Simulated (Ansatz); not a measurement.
# C2H2S: rigid scan of one bond length

A script is to give a rigid scan of one bond length; the system is C2H2S. SMILES: C1=CS1.

Computed with Ansatz 0.2.0, driven from Python. Level of theory: PBE+D3(BJ)/def2-SVP.

**1. Starting point**

Bond lengths: C1–C2 1.301 Å, C1–S3 1.604 Å, C2–S3 1.680 Å, C1–H4 1.034 Å, C2–H5 1.065 Å. Angles: C1–C2–S3 63.6°, C1–C2–H5 150.5°, S3–C2–H5 145.8°, C2–C1–S3 69.8°, C2–C1–H4 141.9°, S3–C1–H4 148.3°, C1–S3–C2 46.6°.

The script holds or builds the structure itself.

**2. The code**

Contents of scan_c2h2s.py:

```python
"""Stretching a bond of C2H2S, the rest held rigid."""

import logging
import sys

import ansatz as az
import matplotlib.pyplot as plt
import numpy as np

logging.basicConfig(stream=sys.stdout, format="[%(levelname)s] %(message)s")
log = logging.getLogger("ansatz_job")
log.setLevel(logging.INFO)


def main() -> None:
    geometry_ang = [
        ("C", (-0.4396, -0.4811, -0.1194)),
        ("C", (0.3588, 0.5311, 0.0523)),
        ("S", (0.9131, -0.9576, 0.5984)),
        ("H", (-1.3685, -0.7299, -0.4991)),
        ("H", (0.5861, 1.5639, -0.0737)),
    ]
    c2h2s = az.Crystal.molecule()
    for symbol, xyz in geometry_ang:
        c2h2s = c2h2s.atom(symbol, xyz)

    symbols = [site.symbol for site in c2h2s.cartesian_sites]
    start = np.array([site.position_ang for site in c2h2s.cartesian_sites])
    axis = (start[3] - start[0]) / np.linalg.norm(start[3] - start[0])
    moving = [3]
    lengths, energies = [0.91, 0.951, 0.993, 1.034, 1.075, 1.117, 1.158, 1.22], []
    for length in lengths:
        xyz = start.copy()
        xyz[moving] += (length - np.linalg.norm(start[3] - start[0])) * axis
        point = az.Crystal.molecule()
        for symbol, place in zip(symbols, xyz):
            point = point.atom(symbol, place.tolist())
        setup = (
            point.calculation()
            .basis(gaussian="def2-SVP")
            .functional("pbe", dispersion="d3bj")
        )
        r = setup.run().report
        energies.append(r["free_energy_ev"])
        log.info(f"r = {length:6.3f} A  E = {energies[-1]:.5f} eV  <S^2> = {abs(r['mean_field']['state']['spin_squared']):.3f}")

    # quartic fit about the minimum
    fit = np.polynomial.Polynomial.fit(lengths, np.array(energies) - min(energies), 4).convert()
    roots = [r.real for r in fit.deriv().roots() if abs(r.imag) < 1e-9 and fit.deriv(2)(r.real) > 0]
    r_e = min(roots, key=lambda r: abs(r - lengths[int(np.argmin(energies))]))
    log.info(f"minimum of the fit at {r_e:.4f} A, force constant {fit.deriv(2)(r_e):.2f} eV/A^2")
    plt.figure(figsize=(4.5, 3))
    plt.plot(lengths, np.array(energies) - min(energies), "o-")
    plt.xlabel("bond length (A)")
    plt.ylabel("E - E(min) (eV)")
    plt.tight_layout()
    plt.savefig("scan.png", dpi=100)


if __name__ == "__main__":
    main()
```

**3. Running it**

The run is started by

```bash
> python scan_c2h2s.py
```

Q: Predict the main results. Wanted: range of energy; lowest point, distance.

The runs gave:

```
                        quantity     value
bond length at the fit's minimum  1.0952 Å
                   runs compared         8
                 range of energy  0.865 eV
      lowest point, distance (Å)      1.07
```

What this shows: The curve has its lowest point inside the range, at 1.07. The ends stand 0.865 and 0.208 eV above it. The distance scanned is the script's pair 0, 3. The rest of the molecule is held rigid at a force-field or estimated start geometry, and the basis set is modest; single-reference methods fail as a bond breaks. The orbitals are restricted, so S² is zero by construction.
